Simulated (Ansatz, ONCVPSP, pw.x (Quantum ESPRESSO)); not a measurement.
## N (Z = 7): does the ONCV potential hold in the solid?

N (Z = 7), optimised norm-conserving Vanderbilt (ONCV), made with ONCVPSP 4.0.1.1 (patched build) (PBEsol, scalar-relativistic). Core [He], reference 2s1.5 2p3.5. Waves: 2s: rc 1.10 bohr, ncon 4, nbas 7, qcut 7.4 1/bohr, 2 projectors, debl 2.9 Ha; 2p: rc 2.25 bohr, ncon 4, nbas 8, qcut 6.1 1/bohr, 1 projector. Local part: polynomial inside 0.70 bohr (lpopt 4, dvloc0 2 Ha). Core correction: none.

Atomic tests: cutoffs needed: 24 Ha and 72 Ha (the cutoffs (Ha) at which the residual kinetic energy of the hardest occupied pseudo-wave falls to 1 and 0.1 mHa per electron); ghost test: no bound ghost flagged; no localised positive-energy state flagged; largest excitation error: +906 meV (all-electron minus pseudo) for 2s2 2p1, out of 4 test configurations.

Crystal test: fcc N in pw.x 7.5, no spin, 18³ k-points, Fermi–Dirac smearing 0.01 Ry, cutoffs 165/660 Ry. The reference is all-electron LAPW (Ansatz 0.2.0) with the same functional, mesh and smearing; V0 and B0 come from Birch–Murnaghan fits to the pressures at five volumes. Errors are pseudo minus all-electron; Δ is the rms difference of the E(V) curves that follow from these fits, minima aligned, over ±6 % about the mean V0. Mesh and smearing are coarse, so the numbers serve the comparison and aren't converged zero-temperature values; the lattice is a test structure that the element need not adopt. Spin polarisation is left out.

All-electron: a0 = 3.070 Å (V0 = 7.23 Å³/atom), B0 = 205.4 GPa.

Question: How far does the potential miss the all-electron equation of state?

Answer: mean pressure error (GPa): +5.76; a0 (Å): 3.098; a0 error (%): +0.92; B0 error (%): -4.6; Δ (meV/atom): 8.8. The largest radius (2.25 bohr) exceeds half the bond length (2.05 bohr), so the spheres overlap, which is one possible source of error among others. This is a poor potential for the solid.

| V (Å³/atom) | P all-electron (GPa) | P pseudo (GPa) |
| --- | --- | --- |
| 6.854 | 12.37 | 18.82 |
| 7.035 | 6.08 | 12.17 |
| 7.215 | 0.53 | 6.28 |
| 7.395 | -4.34 | 1.08 |
| 7.576 | -8.63 | -3.52 |

Question: At the middle volume, how do free energy and pressure move when the wave cutoff is lowered (ecutrho kept at four times it)?

Answer:

| cutoff (Ry) | shift of F (meV/atom) | shift of P (GPa) |
| --- | --- | --- |
| 74 | +10.5 | +0.19 |
| 99 | +4.3 | -0.03 |
| 132 | +2.5 | +0.23 |

The run at the middle volume (195 k-points, 5 iterations) took about 53 s on one core of a shared host (Neoverse-N1, 64 threads, 124 GiB, load 55).
